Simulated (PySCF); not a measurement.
## Which functional comes closest?

Molecule: H3Si(SH) (S[SiH3], H₄SSi).

Atom-mapped SMILES (the numbers label the heavy atoms): `[SiH3:1][SH:2]`. Each H is labelled by its parent atom.

Geometry PBE0-D3(BJ)/def2-SVP throughout; GIAO in PySCF 2.14.0 with density-fitted response routines, gas phase, one conformer, non-relativistic; equivalent atoms averaged; basis pcSseg-2.

Reference values (measured; solution; U. Herzog, Habilitationsschrift, TU Bergakademie Freiberg, 2002/2003): δ(Si1) = -54.1 ppm vs TMS. Computed shifts are taken against TMS, calculated as an isolated molecule at each level.

Task: How do the functionals HF, LDA, PBE, BLYP, BP86, OPBE, KT2, KT3, B97-D, B3LYP, PBE0, mPW1PW91, WP04, B97-2, BHandHLYP, CAM-B3LYP, wB97X-D, LC-wPBE perform against the reference? Times are CPU seconds on shared hosts with different chips, so compare them loosely.

Result: 
| functional | kind | Si1 | abs. error Si | core-s |
| --- | --- | --- | --- | --- |
| HF | Hartree–Fock | -53.0 | 1.1 | 3.1 |
| LDA | LDA | -62.2 | 8.1 | 7.5 |
| PBE | GGA | -59.2 | 5.1 | 9 |
| BLYP | GGA | -60.1 | 6.0 | 8.7 |
| BP86 | GGA | -58.3 | 4.2 | 9.2 |
| OPBE | GGA | -54.0 | 0.1 | 9.6 |
| KT2 | GGA | -58.5 | 4.4 | 7.3 |
| KT3 | GGA | -55.6 | 1.5 | 9.6 |
| B97-D | GGA | -56.3 | 2.2 | 9.5 |
| B3LYP | global hybrid | -57.7 | 3.6 | 8 |
| PBE0 | global hybrid | -56.4 | 2.3 | 9.6 |
| mPW1PW91 | global hybrid | -55.7 | 1.6 | 9.4 |
| WP04 | global hybrid | -48.8 | 5.3 | 5 |
| B97-2 | global hybrid | -54.8 | 0.7 | 4.6 |
| BHandHLYP | global hybrid | -55.4 | 1.3 | 4.9 |
| CAM-B3LYP | range-separated hybrid | -58.4 | 4.3 | 6.6 |
| wB97X-D | range-separated hybrid | -56.6 | 2.5 | 6.1 |
| LC-wPBE | range-separated hybrid | -56.1 | 2.0 | 7.9 |

For 29Si the closest is OPBE (0.1 ppm) and the furthest LDA (8.1 ppm). One molecule is a small sample, and vibrational and solvent effects are absent from the calculation.
